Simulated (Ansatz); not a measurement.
# Loss of C2H4: C5H8 → C3H4 + C2H4

Species: C5H8 (methylenecyclobutane) `C=C1CCC1`, singlet; C3H4 (allene) `C=C=C`, singlet; C2H4 (ethylene) `C=C`, singlet. This is a balance of energies; it says nothing on the path, which may need atoms to shift.

Shapes, held fixed at every level: PBE0-D4/def2-TZVP. Programs: Ansatz 0.2.0. The zero-point and thermal change to 298 K, harmonic and unscaled (PBE0-D4/def2-TZVP), is -16.0 kJ/mol.

**The experiment to reproduce.** Tabulated heats of formation (Active Thermochemical Tables, CRC Handbook of Chemistry and Physics): C5H8 +121.6 (CRC); C3H4 +190.2 (ATcT); C2H4 +52.6 (ATcT) kJ/mol, which give ΔH(298 K) = +121.1 kJ/mol.

```
                level                    kind  ΔH (kJ/mol)  computed − measured  CPU time (all species)
     SPW92/def2-TZVPP                     LDA       +177.8                +56.7                   7.4 s
    PBE-D4/def2-TZVPP                     GGA       +127.5                 +6.4                    15 s
  BHLYP-D4/def2-TZVPP           global hybrid       +118.1                 -3.0                    13 s
r2SCAN0-D4/def2-TZVPP           global hybrid       +140.2                +19.1                    22 s
   wB97M-V/def2-TZVPP  range-separated hybrid       +125.2                 +4.1                    47 s
    B2PLYP/def2-TZVPP           double hybrid       +102.4                -18.7                    25 s
         MP2/def2-SVP     perturbation theory       +154.7                +33.6                       –
 CCSD(T)/CBS estimate   coupled cluster or CI       +120.2                 -1.0                  17 min
```

Nearest: CCSD(T)/CBS estimate (-1.0); farthest: SPW92/def2-TZVPP (+56.7). 4 of 8 levels lie within 10 kJ/mol. The CBS estimate extrapolates MP2 from def2-TZVPP and def2-QZVPP and adds CCSD(T) − MP2 in the triple-zeta set, cores frozen. Times are processor times on shared x86 and Arm servers, and rough.
